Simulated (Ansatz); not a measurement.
Geometry optimisation, RKS PBE0/cc-pVDZ in Ansatz 0.2.0.

Input file:

```yaml
crystal:
  periodic: [false, false, false]
  atoms:
    - { symbol: C, position_ang: [-0.94085, -0.23469, -0.85191] }
    - { symbol: S, position_ang: [-0.37192, 0.88889, 0.18494] }
    - { symbol: S, position_ang: [1.93984, 0.53042, 0.95053] }
    - { symbol: H, position_ang: [-0.76056, -0.15172, -1.91526] }
    - { symbol: H, position_ang: [-1.33575, -1.17492, -0.4932] }
    - { symbol: H, position_ang: [1.46924, 0.14202, 2.1249] }
total_charge: -1
basis:
  gaussian: { orbitals: cc-pVDZ }
hamiltonian:
  xc: pbe0
relax:
  f_tol: 0.015
  max_steps: 40
```

Launched with:

```bash
$ ansatz run input.yaml --threads 1 --pin off --max-ram 2048MiB --backend cpu --events-out ev --progress --plain --runs-dir out
```

Question: Where does it end, and by what steps?

Answer: It converged. Limits of this set-up: an anion without diffuse functions, the dipole of an ion depends on the origin. After 9 steps the energy has fallen by 0.099 eV; S3 moved furthest, 0.25 Å.

```csv
step,energy less start (eV),largest force component (eV/Å),accepted
0,0.0000,0.827,yes
1,0.0351,1.209,no
2,-0.0592,0.431,yes
3,-0.0778,0.586,yes
4,-0.0967,0.067,yes
5,-0.0902,0.136,no
6,-0.0988,0.066,yes
7,-0.0991,0.037,yes
8,-0.0993,0.020,yes
9,-0.0994,0.014,yes
```

```xyz
6
Properties=species:S:1:pos:R:3
C -0.985 -0.223 -0.873
S -0.421 0.975 0.098
S 1.996 0.730 1.084
H -0.731 -0.267 -1.943
H -1.409 -1.152 -0.458
H 1.550 -0.063 2.092
```

Whether the end is a true minimum wasn't checked by a vibrational analysis.

Time of the run: 24 s on 1 thread of Arm Neoverse V1, with other jobs on the host, peak memory 0.12 GiB.
